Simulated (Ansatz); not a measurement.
## Property card for SiO$_{2}$

Computed with DFT r2SCAN, scalar-relativistic, plane waves, PAW in Ansatz 0.2.0.

Plane waves to 500 eV, a k mesh through Γ of 6×4×4 on the computed 24-atom cell and Gaussian smearing (0.02 eV); no spin polarisation.

The structure is relaxed at this level of theory with its symmetry kept. This form isn't the usual stable structure of the compound.

```
Si O
1.0
     4.71022    0.00000    0.00000
     0.00000    8.06137    0.00000
     0.00000    0.00000    8.58742
Si O
8 16
Direct
  0.13966 0.06295 0.15942
  0.13966 0.43705 0.65942
  0.63966 0.56295 0.84058
  0.36034 0.43705 0.15942
  0.86034 0.56295 0.34058
  0.86034 0.93705 0.84058
  0.63966 0.93705 0.34058
  0.36034 0.06295 0.65942
  0.59620 0.05649 0.79653
  0.59620 0.44351 0.29653
  0.40380 0.55649 0.70347
  0.25000 0.25000 0.64014
  0.09620 0.55649 0.20347
  0.40380 0.94351 0.20347
  0.90380 0.05649 0.29653
  0.00000 0.50000 0.50000
  0.75000 0.75000 0.35986
  0.75000 0.75000 0.85986
  0.90380 0.44351 0.79653
  0.50000 0.50000 0.00000
  0.25000 0.25000 0.14014
  0.09620 0.94351 0.70347
  0.00000 0.00000 0.00000
  0.50000 0.00000 0.50000
```

```
Space group                                                                                                                                 : Pccn (No. 56)
Volume per atom                                                                                                                             : 13.59 Å³
Formation energy from the elements' standard states (uncorrected)                                                                           : -3.007 eV/atom
Generalised Kohn–Sham band gap                                                                                                              : 6.35 eV, direct at Γ
Löwdin character of the top 1 eV of the valence band                                                                                        : O 2p 97 %
Löwdin character of the lowest 1 eV of the conduction band                                                                                  : Si 3s 41 %, O 2s 19 %, Si 3p 16 %, unprojected 20 %
Electron masses at the edge by Cartesian direction of the standard setting (m_e; degenerate bands sorted by energy; no spin-orbit coupling) : x: 0.51; y: 0.52; z: 0.52
Hole masses at the edge by Cartesian direction of the standard setting (m_e; degenerate bands sorted by energy; no spin-orbit coupling)     : x: 2.5; y: 1.2; z: 14
```

Cost: 8 runs of about 120 core-minutes in all, on Intel Xeon Processor @ 2.70GHz (shared hosts).